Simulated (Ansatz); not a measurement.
Saddle point of CH₄FO (charge -1), singlet ([CH₃F ([CH3][F]) + OH]⁻ → [CH₄O ([CH3][OH]) + F]⁻; bonds formed: C2–O3; bonds broken: F1–C2), PBE0-D4/def2-TZVPD structure:

```xyz
7
angstrom
F -0.9776 -1.0034 1.6141
C -0.2600 -0.1555 0.2663
O 0.4996 0.8354 -1.2989
H -1.2030 0.1862 -0.1184
H 0.1792 -1.0486 -0.1386
H 0.3134 0.4933 0.9023
H 1.4483 0.6926 -1.2268
```

Energies are electronic, without zero-point energy. Barriers and step energies count from the start structure reached by relaxing down the imaginary mode; all methods use the PBE0-D4 structures, on which another method's saddle can fall below an end. Ansatz 0.2.0; basis: def2-TZVPPD, with def2-QZVPPD for the basis limit; cores frozen in the correlated methods. B3LYP uses VWN-RPA correlation. Extrapolation: Hartree–Fock as exp(−7.88 √X), correlation as X^−2.97.

| method | barrier (eV) | step energy (eV) |
| --- | --- | --- |
| SPW92 | 0.179 | -1.910 |
| PBE-D4 | ? | -1.685 |
| BLYP-D4 | 0.173 | -1.561 |
| r2SCAN-D4 | 0.259 | -1.678 |
| B97M-V | 0.395 | -1.536 |
| PBE0-D4 | ? | -1.729 |
| B3LYP-D4 | 0.343 | -1.615 |
| r2SCAN0-D4 | 0.430 | -1.714 |
| BHLYP-D4 | 0.542 | -1.629 |
| CAM-B3LYP-D4 | 0.440 | -1.653 |
| wB97X-V | 0.478 | -1.626 |
| wB97M-V | ? | -1.584 |
| B2PLYP | 0.395 | -1.562 |
| PBE-QIDH | 0.501 | -1.689 |
| RPA on PBE | 0.410 | -1.502 |
| HF | 0.813 | -1.480 |
| MP2 | 0.512 | -1.570 |
| CCSD | 0.583 | -1.560 |
| CCSD(T) | 0.485 | -1.561 |

Fill in the withheld barriers. (An estimate is asked for; the value comes from the calculation.)

Computed: wB97M-V 0.452; PBE0-D4 0.393; PBE-D4 0.189 eV. Each is the energy of the saddle less that of the start structure, by the same method.

For comparison, the barrier by CCSD(T) at an estimated basis limit (MP2 extrapolated from triple and quadruple zeta, plus CCSD(T) − MP2 in triple zeta) is 0.478 eV.

T1 diagnostic: at most 0.021.

Labels in which every atom is bracketed show which atoms are joined, not bond orders.

For scale, one of the runs: CCSD(T)/def2-TZVPPD, 185 basis functions, launched by `ansatz run in.yaml --threads 2 --pin off --events-out ev --progress --plain --max-ram 4352MiB`. Hardware: 2 CPU threads of an AMD EPYC 7R43, shared host. Wall time 87 s; peak host memory 2 GiB.
